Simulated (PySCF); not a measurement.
nitrogen dioxide (NO2), SMILES [O]N=O, multiplicity 2. The structure is a stationary point at PBE-D3(BJ)/def2-TZVP.

Calculation: PBE-D3(BJ)/def2-TZVP (PySCF).

Harmonic wavenumbers (cm⁻¹): 743, 1336, 1653. Rotational constants (GHz): 234.6, 12.86, 12.19; symmetry number 2.

Work out the zero-point energy and the ideal-gas rigid-rotor harmonic-oscillator thermochemistry at 298.15 K and 1 atm.

ZPE = ½ Σ hcν = ½ × 3732 cm⁻¹ = 5.33 kcal/mol. H − E(el) = 7.77 kcal/mol. Entropy in cal/(mol K): translation 37.40, rotation 18.33, vibration 0.29, spin 1.38, total 57.40. G − E(el) = -9.34 kcal/mol. Cp = 8.87 cal/(mol K).
